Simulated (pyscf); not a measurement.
Single points on ωB97X-D3(BJ)/def2-SVP structures (PySCF, gas phase).

SMILES: [NH2][Ta]([F])([F])([F])[F]
```xyz
8

N      0.2597    -1.0319     0.2595
Ta    -1.5010    -0.4783    -0.3665
F     -1.8624     0.0477     1.4107
F     -0.9634    -1.0555    -2.0817
F     -1.7065     1.2813    -0.9781
F     -2.8867    -1.7400    -0.3268
H      0.5686    -0.9438     1.2243
H      0.9701    -1.4377    -0.3444
```

Problem. What is the homolytic dissociation enthalpy (298 K, ωB97M-D3(BJ)/def2-TZVP) of the N–Ta bond of H₂N–Ta(F)(F)(F)–F, to NH₂• + [F–Ta(F)(F)–F]•?

Solution. N–Ta to NH₂• + [F–Ta(F)(F)–F]•: 95.6 kcal/mol. The 7 functionals that were run give +94.2 (B3LYP-D3(BJ)) to +99.4 kcal/mol (ωB97X-D3(BJ)). The radicals are drawn with the spin at the cut bond; how far it spreads was not checked. Open-shell species with a d-block atom are single-reference here; other states, and whether the spin sits on metal or ligand, were not checked. Elements past Kr carry the def2 core potentials, without spin-orbit coupling.
